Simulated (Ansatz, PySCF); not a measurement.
This PySCF input computes a PBE/def2-TZVPD energy:

```python
from pyscf import gto, scf, dft

mol = gto.M(
    atom='''
    O     0.06503772   -0.68601455    0.05727429
    C    -0.03288225    0.83440006    0.03073175
    C     1.42147281   -1.28712423   -0.01533926
    C    -1.48368758    1.21030101    0.00174931
    H     0.47728944    1.12131012    0.94601548
    H     0.52928146    1.15356487   -0.84533226
    H     1.27766083   -2.36044626    0.05765461
    H     1.89028205   -0.99298470   -0.95099819
    H     1.95495536   -0.90470467    0.84810251
    H    -1.97704985    0.87309367   -0.91220944
    H    -2.01557038    0.83306845    0.87432017
    H    -1.54411666    2.30045640    0.01467203
    H    -0.54245191   -1.08070251   -0.59326989
    ''',
    basis='def2-tzvpd',
    charge=1,
    spin=0,
    verbose=4,
)

mf = dft.RKS(mol, xc='pbe').density_fit(auxbasis='def2-universal-jkfit')
mf.grids.level = 3
mf.conv_tol = 1e-9
mf.max_cycle = 100
mf.max_memory = 1500
mf.kernel()
if not mf.converged:
    mf = mf.newton()
    mf.kernel(mf.make_rdm1())
mf.analyze()
```

Q: Write an input for the same energy in Ansatz (a first-principles code) and say what it gives.

A: 
Ansatz 0.2 input:
```yaml
crystal:
  periodic: [false, false, false]
  atoms:
    - {symbol: O, position_ang: [0.06503772, -0.68601455, 0.05727429]}
    - {symbol: C, position_ang: [-0.03288225, 0.83440006, 0.03073175]}
    - {symbol: C, position_ang: [1.42147281, -1.28712423, -0.01533926]}
    - {symbol: C, position_ang: [-1.48368758, 1.21030101, 0.00174931]}
    - {symbol: H, position_ang: [0.47728944, 1.12131012, 0.94601548]}
    - {symbol: H, position_ang: [0.52928146, 1.15356487, -0.84533226]}
    - {symbol: H, position_ang: [1.27766083, -2.36044626, 0.05765461]}
    - {symbol: H, position_ang: [1.89028205, -0.99298470, -0.95099819]}
    - {symbol: H, position_ang: [1.95495536, -0.90470467, 0.84810251]}
    - {symbol: H, position_ang: [-1.97704985, 0.87309367, -0.91220944]}
    - {symbol: H, position_ang: [-2.01557038, 0.83306845, 0.87432017]}
    - {symbol: H, position_ang: [-1.54411666, 2.30045640, 0.01467203]}
    - {symbol: H, position_ang: [-0.54245191, -1.08070251, -0.59326989]}
basis:
  gaussian:
    orbitals: def2-TZVPD
hamiltonian:
  xc: {name: PBE}
total_charge: 1
output: {forces: true}
```
It gives -194.48085 Eh, and PySCF -194.48103 Eh, a difference of 0.18 mEh, from the treatment of integrals and grids.

It need not be the lowest isomer of its formula.
